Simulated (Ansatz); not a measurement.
# SiNH3F− (SMILES N[SiH-]F): the vertical detachment energy, rung by rung

SiNH3F− has 6 atoms, charge -1, and is taken as a singlet. As SMILES, `N[SiH-]F`. The shape is that of a GFN2-xTB optimisation. This is one conformer, not always the lowest.

Each level gives the vertical detachment energy (to the doublet neutral) (eV). The values are calculated.

| level | kind | program | value (eV) | less FCI/STO-3G | CPU time (all runs) |
| --- | --- | --- | --- | --- | --- |
| HF/STO-3G | Hartree–Fock | Ansatz | -3.55 | +0.44 | 0.32 s |
| revPBE/STO-3G | GGA | Ansatz | -3.56 | +0.43 | 4 s |
| B3LYP/STO-3G | global hybrid | Ansatz | -3.15 | +0.84 | 4 s |
| wB97X/STO-3G | range-separated hybrid | Ansatz | -3.06 | +0.93 | 19 s |
| B2PLYP/STO-3G | double hybrid | Ansatz | -3.35 | +0.64 | 5 s |
| RPA@PBE/STO-3G | RPA | Ansatz | -4.28 | -0.29 | 5.1 s |
| MP2/STO-3G | perturbation theory | Ansatz | -3.80 | +0.19 | 0.32 s |
| CCSDT/STO-3G | coupled cluster or CI | Ansatz | -3.99 | 0.00 | 2.3 s |
| FCI/STO-3G | exact in the basis | Ansatz | -3.99 | 0.00 | 4.5 min |

FCI/STO-3G is exact within its basis and frozen core, so for wave-function methods in that basis the difference is their error; functionals converge differently with the basis, so for them it is only a difference. Sets without diffuse functions describe the anion poorly. The values span -4.28 to -3.06 eV. All rows use very small basis sets, so even the best lies far from the true value. CPU times are rough (shared hosts, several kinds of processor): they show what a rung costs within a factor of a few.
